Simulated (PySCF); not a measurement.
**Structure elucidation problem**

An unknown has the formula C₄H₇F. Its calculated NMR data are:

¹H NMR (400 MHz, computed): δ 6.86 (ddt, J = 88.0, 11.6, 1.5 Hz, 1H), 5.64 (ddt, J = 16.3, 11.6, 8.8 Hz, 1H), 1.98 (m, 2H), 1.08 (td, J = 7.8, 1.2 Hz, 3H).

¹³C{¹H} NMR (computed): δ 158.2 (CH, d, J = 325.9 Hz), 120.7 (CH, d, J = 7.9 Hz), 24.3 (CH2, d, J = 5.8 Hz), 18.2 (CH3).

[PySCF: J couplings at B3LYP/pcJ-1 (spin–dipole term only in couplings to heteroatoms); σ from GIAO-PBE0/pcSseg-1; geometry from GFN2-xTB; rapidly exchanging positions averaged; non-relativistic Hamiltonian; no solvent model; a single conformation]

References, each an isolated molecule treated in the same way: TMS for ¹H, ¹³C.

Which candidate is it?
A. C/C=C\CF
B. CC/C=C\F
C. CC/C=C/F

Answers

C. 

1. Rings plus π bonds: 1 (no ring in the answer).
2. 4 carbon signals for 4 carbons: no two carbons are equivalent.
3. Carbon types of the structure: 2 × CH, 1 × CH2, 1 × CH3, which accounts for all hydrogens.
4. δC 158.2, 120.7: alkene CH; an sp2 carbon of a C=C bond.
5. δC 24.3: allylic sp3 CH2; saturated and bonded to C and H only.
6. δC 18.2: methyl carbon; a saturated carbon with 1 carbon neighbour and no heteroatom attached.
7. δH 6.86, 5.64: hydrogen on an alkene CH; attached to an sp2 carbon and in the plane of the double bond.
8. δH 1.98: hydrogen on an allylic sp3 CH2; allylic position.
9. The protons at 5.64 and 6.86 share a coupling of 11.6 Hz (vicinal, trans across C=C).

The others: CC/C=C\F has carbons computed at 157.0, 120.9, 21.2, 17.3; C/C=C\CF has carbons computed at 138.1, 131.1, 85.1, 17.0.

C–F couplings over four or more bonds (about 3 Hz to the para carbon of a fluoroarene) are left out. Common functionals overestimate the size of one-bond C–F couplings by tens of Hz; these are unscaled. Multiplet labels drop couplings under 1 Hz and merge nearly equal ones. Unscaled 3J(H,H) at this level run about 10 % above measured values. Shifts are as computed. Against solution values, carbons near 30 ppm lie about +3 ppm off and those near 130 ppm about +5 ppm. Of 1211 compounds with measured shifts, 218 miss one by over three times the rms of a fit or turn the order of signals round; such compounds aren't used in these exercises. Couplings across =CH–CH2 type bonds come from one rotamer and its mirror image, and can be 1–2 Hz further off.
